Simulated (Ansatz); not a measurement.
System: α-phase Ga. Method: PBE-D3(BJ) in Ansatz (plane waves, PAW).

Input:

Ansatz 0.2 input:
```yaml
crystal:
  lattice:
    - [2.2469580269, -3.8191314421, 0.0]
    - [2.2469580269, 3.8191314421, 0.0]
    - [0.0, 0.0, 4.5168866621]
  atoms:
    - { symbol: Ga, position: [0.1557291604, 0.8442708396, 0.9169299626] }
    - { symbol: Ga, position: [0.3442708396, 0.6557291604, 0.4169299626] }
    - { symbol: Ga, position: [0.6557291604, 0.3442708396, 0.5830700374] }
    - { symbol: Ga, position: [0.8442708396, 0.1557291604, 0.0830700374] }
basis:
  ecutwfc: 520
  ecutrho_ratio: 4
  xc_grid: 2
kpoints:
  mp_grid: { grid: [14, 14, 12] }
hamiltonian:
  xc: pbe
  dispersion: d3bj
  pseudopotentials: { kind: paw }
scf:
  occupations: { method: fermi_dirac, width: 0.05 }
  convergence: { dr2_threshold: 0.0000000004 }
output:
  forces: true
  stress: true
  eigenvalues: true
```

From the output:

```
Crystal: 4 atoms, lattice volume = 77.523 Å³
Basis set: ecut = 520 eV, 2107 PW (Γ), exchange–correlation on 72×72×72 points (8 copies of the dense FFT grid, shifted against one another)
Bands: 32, of which v1, the nominal top of the filled ones, is band 26 counted from 1 (25 counted from 0)
Symmetry: 8 space group operations
Space group: Cmce (ITA 64), of the structure as read, at distance tolerance 4.3e-5 Å
k-points: 399 of 2352
Functional: x = pbe(κ = 0.804, μ = 0.2195149727645171), c = pbe(β = 0.06672455060314922)
SCF iter   1: F=—  HF=-15133.264944 eV  |F-HF|=—  |Δ(HF+E_count)|=         —  Δρ=1.63e-3  dr2=1.85e-3
SCF iter   2: F=—  HF=-15133.262469 eV  |F-HF|=—  |Δ(HF+E_count)|=   2.48e-3  Δρ=7.62e-4  dr2=6.10e-4
  ...
SCF iter   8: F=—  HF=-15133.262331 eV  |F-HF|=—  |Δ(HF+E_count)|=   4.85e-9  Δρ=1.66e-6  dr2=1.37e-9
SCF iter   9: F=-15133.262331 eV  HF=-15133.262331 eV  |F-HF|=1.91e-10  |Δ(HF+E_count)|=  6.73e-10  Δρ=6.32e-7  dr2=1.81e-10
SCF 1 converged in 9 iterations: F = -15133.262331 eV  dr2 = 1.81e-10
SCF converged after 9 iterations
Free energy (F): -15133.262331 eV
Internal energy: -15133.255791 eV  (E = F + TS)
E sigma→0 (E₀):  -15133.259061 eV
Fermi energy:    9.195140 eV
--- Forces (eV/Å), atoms counted from 1 ---
  atom   1  Ga     0.00000000     0.00311968     0.00125198
  atom   2  Ga    -0.00000000    -0.00311968     0.00125198
  atom   3  Ga     0.00000000     0.00311968    -0.00125198
  atom   4  Ga    -0.00000000    -0.00311968    -0.00125198
--- Stress (GPa, compression-positive) ---
        0.007727      -0.000000       0.000000
       -0.000000      -0.003816       0.000000
        0.000000       0.000000      -0.011723
  P = ⅓ Tr σ = -0.0026 GPa (-0.026 kbar)
```

The result took around 80 core-seconds (rough).

Ansatz is an electronic-structure program.
